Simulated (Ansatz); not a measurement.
Density of states of SiO2 (I-42d, a = 4.946 Å, b = 4.946 Å, c = 7.313 Å, α = 90.00°, β = 90.00°, γ = 90.00°), in states per eV and primitive cell, averaged over bins of 0.3 eV. Method: Ansatz 0.2.0, DFT r2SCAN, scalar-relativistic, plane waves, PAW.

Cutoff 500 eV; k points 8×8×8 on the computed 6-atom cell (Γ-centred); Gaussian smearing, width 0.02 eV; no spin polarisation.

The cell is relaxed at this level. The states (both spins) are summed by tetrahedra on a 12×12×12 mesh at the self-consistent density. Energies are bin centres; the table starts no lower than −8 eV and ends at 6 eV, or lower where the solved bands end.

The gap is 6.56 eV at this level, with the zero inside it.

```tsv
E − E_F (eV)	total	O 2p	Si 3p	O 2s	Si 3s
-6.10	5.45	4.53	0.59	0.22	0.01
-5.80	5.93	5.24	0.39	0.17	0.01
-5.50	6.16	5.64	0.26	0.11	0.01
-5.20	3.99	3.66	0.18	0.07	0.00
-4.90	7.36	6.83	0.27	0.10	0.01
-4.60	3.65	3.44	0.10	0.03	0.00
-4.30	4.47	4.23	0.09	0.06	0.01
-4.00	3.94	3.75	0.05	0.07	0.01
-3.70	6.09	5.90	0.07	0.03	0.00
-3.40	6.30	6.14	0.05	0.05	0.01
-3.10	0.00	0.00	0.00	0.00	0.00
-2.80	0.00	0.00	0.00	0.00	0.00
-2.50	0.00	0.00	0.00	0.00	0.00
-2.20	0.00	0.00	0.00	0.00	0.00
-1.90	0.00	0.00	0.00	0.00	0.00
-1.60	0.00	0.00	0.00	0.00	0.00
-1.30	0.00	0.00	0.00	0.00	0.00
-1.00	0.00	0.00	0.00	0.00	0.00
-0.70	0.00	0.00	0.00	0.00	0.00
-0.40	0.00	0.00	0.00	0.00	0.00
-0.10	0.00	0.00	0.00	0.00	0.00
0.20	0.00	0.00	0.00	0.00	0.00
0.50	0.00	0.00	0.00	0.00	0.00
0.80	0.00	0.00	0.00	0.00	0.00
1.10	0.00	0.00	0.00	0.00	0.00
1.40	0.00	0.00	0.00	0.00	0.00
1.70	0.00	0.00	0.00	0.00	0.00
2.00	0.00	0.00	0.00	0.00	0.00
2.30	0.00	0.00	0.00	0.00	0.00
2.60	0.00	0.00	0.00	0.00	0.00
2.90	0.00	0.00	0.00	0.00	0.00
3.20	0.00	0.00	0.00	0.00	0.00
3.50	0.11	0.00	0.01	0.02	0.05
3.80	0.21	0.01	0.03	0.04	0.08
4.10	0.29	0.01	0.06	0.05	0.10
4.40	0.37	0.02	0.09	0.06	0.11
4.70	0.46	0.03	0.13	0.08	0.13
5.00	0.57	0.04	0.18	0.09	0.14
5.30	0.68	0.05	0.24	0.11	0.15
5.60	0.86	0.06	0.31	0.14	0.19
```

The columns after the total are the Löwdin projections on the occupied valence shells of the potentials. The rest of the total lies in shells that are empty in the free atom, which aren't projected, and between the atoms.

This form isn't the usual stable structure of the compound.